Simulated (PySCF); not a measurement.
## NaN, PBE0: how much the basis matters

PySCF, UKS reference; triplet, unpaired electrons π ↑↑; De to Na + N without counterpoise correction.

```
     basis     relativity  functions  Re (Å)  ωe (cm⁻¹)  De (eV)  μ (D)
6-31G(d,p)  no relativity         32   2.265        364     0.92  -4.94
   pcseg-2  no relativity         49   2.251        382     1.05  -6.31
 def2-TZVP  no relativity         63   2.240        382     1.04  -6.22
```

Question: How does each smaller set differ from the one with most functions, def2-TZVP?

Answer: 6-31G(d,p): +2.5 pm, -4.7 % in ωe, -0.12 eV in De; pcseg-2: +1.1 pm, +0.0 % in ωe, +0.01 eV in De. All at PBE0; the set with most functions is neither the basis-set limit nor always the best.

A positive dipole means Na(−)N(+). The state is the lowest determinant that a PBE0 search found; another state may lie lower at other levels.
